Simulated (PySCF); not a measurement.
Molecule (SMILES): C#CC.
Geometry (B3LYP-D3(BJ)/def2-TZVP, fixed):
```xyz
7

C     -0.0011    -0.0004     0.2181
C     -0.0068    -0.0029     1.4176
C      0.0060     0.0025    -1.2360
H     -0.0119    -0.0051     2.4795
H      0.0152     1.0232    -1.6237
H      0.8874    -0.5130    -1.6226
H     -0.8790    -0.5002    -1.6311
```
Charge 0, spin multiplicity 1.

Basis-set convergence of the lowest singlet excitation energy at PBE with PySCF. Tamm-Dancoff approximation; the state is taken by its order, and sets in which it differs in degeneracy or brightness are left out, yet its character can still change. All functions are spherical. Density fitting with generated auxiliary sets. No added dispersion term, no relativity. Reference: the value in aug-pcseg-2, 6.045 eV, itself unsure by roughly 0.005 eV (its distance from aug-cc-pVTZ).

| basis | functions | lowest singlet excitation energy (eV) |
|---|---|---|
| 6-311+G** | 90 | 6.404 |
| def2-SVPD | 92 | 6.711 |
| aug-cc-pVDZ | 105 | 6.038 |
| aug-pcseg-1 | 105 | 6.046 |
| 6-311++G(2d,2p) | 121 | 6.094 |
| def2-TZVPD | 147 | [?] |
| d-aug-cc-pVDZ | 148 | [?] |
| def2-TZVPPD | 179 | [?] |
| 6-311++G(3df,3pd) | 189 | [?] |
| aug-cc-pVTZ | 230 | 6.050 |
| aug-pcseg-2 | 230 | 6.045 |

**Question.** What belongs in the gaps?

**Answer.** 
- def2-TZVPD, lowest singlet excitation energy (eV): 6.345
- d-aug-cc-pVDZ, lowest singlet excitation energy (eV): 5.981
- def2-TZVPPD, lowest singlet excitation energy (eV): 6.339
- 6-311++G(3df,3pd), lowest singlet excitation energy (eV): 6.104
